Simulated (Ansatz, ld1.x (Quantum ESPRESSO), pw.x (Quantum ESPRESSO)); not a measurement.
## copper: does the PAW potential hold in the solid?

Cu (Z = 29), PAW, made with ld1.x (Quantum ESPRESSO) 7.5 (LDA (PW92), scalar-relativistic). Core [Ne], reference 3s2 3p6 3d10 4s1 4p0. Waves: 3s (bound): rcut 1.15, rcutus 1.40 bohr; 4s (bound): rcut 1.15, rcutus 1.40 bohr; 3p (bound): rcut 1.35, rcutus 1.45 bohr; 4p (bound, empty): rcut 1.35, rcutus 1.45 bohr; 3d (bound): rcut 1.30, rcutus 1.60 bohr; 3d channel at 0.05 Ry: rcut 1.30, rcutus 1.60 bohr. Local part: all-electron potential smoothed inside 1.25 bohr (lloc = -2). Core correction: Bessel-smoothed model core inside 0.70 bohr. Augmentation charge: BESSEL, radius 1.05 bohr.

Atomic tests: cutoffs needed: 55 Ry and 100 Ry (the cutoffs (Ry, on a coarse ladder) from which the occupation-weighted sum of valence levels, in a spherical-Bessel basis at the reference potential, stays within 10 and 1 mRy of its value at 400 Ry); ghost test: no extra level below or beside the all-electron valence levels (s, p, d, f tested) (spherical-Bessel basis up to 400 Ry, 20 bohr box); configuration tests: test run stopped at test 6 of 9 (negative rho), 5 before it not solved.

Crystal test: fcc Cu in pw.x 7.5, no spin, 16³ k-points, Fermi–Dirac smearing 0.01 Ry, cutoffs 120/900 Ry. The reference is all-electron LAPW (Ansatz 0.2.0) with the same functional, mesh and smearing; V0 and B0 come from Birch–Murnaghan fits to the pressures at five volumes. Errors are pseudo minus all-electron; Δ is the rms difference of the E(V) curves that follow from these fits, minima aligned, over ±6 % about the mean V0. Mesh and smearing are coarse, so the numbers serve the comparison and aren't converged zero-temperature values; the lattice is a test structure that the element need not adopt.

All-electron: a0 = 3.519 Å (V0 = 10.89 Å³/atom), B0 = 188.6 GPa.

How far does the potential miss the all-electron equation of state?

mean pressure error (GPa): -9.35. The pressure does not cross zero within the volumes sampled, so no fit is given. This is a poor potential for the solid. Atomic configuration tests: test run stopped at test 6 of 9 (negative rho), 5 before it not solved.

| V (Å³/atom) | P all-electron (GPa) | P pseudo (GPa) |
| --- | --- | --- |
| 10.381 | 10.23 | -0.92 |
| 10.654 | 4.41 | -5.74 |
| 10.927 | -0.60 | -9.79 |
| 11.200 | -4.91 | -13.36 |
| 11.473 | -8.61 | -16.44 |

At the middle volume, how do free energy and pressure move when the wave cutoff is lowered (ecutrho held at 900 Ry)?

```csv
cutoff (Ry),shift of F (meV/atom),shift of P (GPa)
54,+327.5,-20.39
72,+41.7,-0.07
96,+8.5,-1.02
```

Input at the middle volume:

```
&control
  calculation='scf', prefix='x', pseudo_dir='./', outdir='./tmp', tstress=.true., disk_io='none'
/
&system
  ibrav=0, nat=1, ntyp=1, ecutwfc=120, ecutrho=900, nbnd=18,
  occupations='smearing', smearing='fd', degauss=0.01
/
&electrons
  conv_thr=1e-09, mixing_beta=0.4, electron_maxstep=70
/
ATOMIC_SPECIES
Cu 1.0 Cu.UPF
CELL_PARAMETERS angstrom
  0.00000000 1.76126072 1.76126072
  1.76126072 0.00000000 1.76126072
  1.76126072 1.76126072 0.00000000
ATOMIC_POSITIONS crystal
Cu 0.0000 0.0000 0.0000
K_POINTS automatic
16 16 16 0 0 0
```

```bash
pw.x < Cu.scf.in > Cu.scf.out
```

Lines of the output:

```
Message from routine setup:
     using ibrav=0 with symmetry is DISCOURAGED, use correct ibrav instead
     lattice parameter (alat)  =       4.7069  a.u.
     unit-cell volume          =      73.7391 (a.u.)^3
     number of electrons       =        19.00
     number of Kohn-Sham states=           18
     kinetic-energy cutoff     =     120.0000  Ry
     charge density cutoff     =     900.0000  Ry
     scf convergence threshold =      1.0E-09
     Exchange-correlation= SLA  PW   NOGX NOGC
     number of k points=   145  Fermi-Dirac smearing, width (Ry)=  0.0100
     iteration #  1     ecut=   120.00 Ry     beta= 0.40
     total energy              =    -481.63671287 Ry
     estimated scf accuracy    <       0.43154320 Ry
     iteration #  2     ecut=   120.00 Ry     beta= 0.40
     total energy              =    -481.74212743 Ry
     estimated scf accuracy    <       0.22927078 Ry
     iteration #  3     ecut=   120.00 Ry     beta= 0.40
     total energy              =    -481.77959755 Ry
     estimated scf accuracy    <       0.00135850 Ry
     iteration #  4     ecut=   120.00 Ry     beta= 0.40
     total energy              =    -481.78002989 Ry
     estimated scf accuracy    <       0.00114110 Ry
     iteration #  5     ecut=   120.00 Ry     beta= 0.40
     total energy              =    -481.78016876 Ry
     estimated scf accuracy    <       0.00002238 Ry
     iteration #  6     ecut=   120.00 Ry     beta= 0.40
     total energy              =    -481.78017503 Ry
     estimated scf accuracy    <       0.00000413 Ry
     iteration #  7     ecut=   120.00 Ry     beta= 0.40
     total energy              =    -481.78017458 Ry
     estimated scf accuracy    <       0.00000261 Ry
     iteration #  8     ecut=   120.00 Ry     beta= 0.40
     total energy              =    -481.78017454 Ry
     estimated scf accuracy    <       0.00000061 Ry
     iteration #  9     ecut=   120.00 Ry     beta= 0.40
     total energy              =    -481.78017461 Ry
     estimated scf accuracy    <          4.8E-09 Ry
     iteration # 10     ecut=   120.00 Ry     beta= 0.40
     total energy              =    -481.78017462 Ry
     estimated scf accuracy    <          2.6E-09 Ry
     iteration # 11     ecut=   120.00 Ry     beta= 0.40
     total energy              =    -481.78017462 Ry
     estimated scf accuracy    <          1.2E-09 Ry
     iteration # 12     ecut=   120.00 Ry     beta= 0.40
     the Fermi energy is    16.9715 ev
!    total energy              =    -481.78017462 Ry
     estimated scf accuracy    <          1.3E-10 Ry
     smearing contrib. (-TS)   =      -0.00133876 Ry
     The total energy is F=E-TS. E is the sum of the following terms:
     one-electron contribution =    -234.78150657 Ry
     hartree contribution      =     147.29136026 Ry
     xc contribution           =     -40.58479515 Ry
     ewald contribution        =    -248.64570688 Ry
     one-center paw contrib.   =    -105.05818751 Ry
     convergence has been achieved in  12 iterations
          total   stress  (Ry/bohr**3)                   (kbar)     P=      -97.88
     Message from routine punch:
     Nothing written, as per user request (disk_io='none')
```

The run at the middle volume (145 k-points, 12 iterations) took about 73 s on one core of a shared host (Neoverse-V2, 96 threads, 742 GiB, load 29).
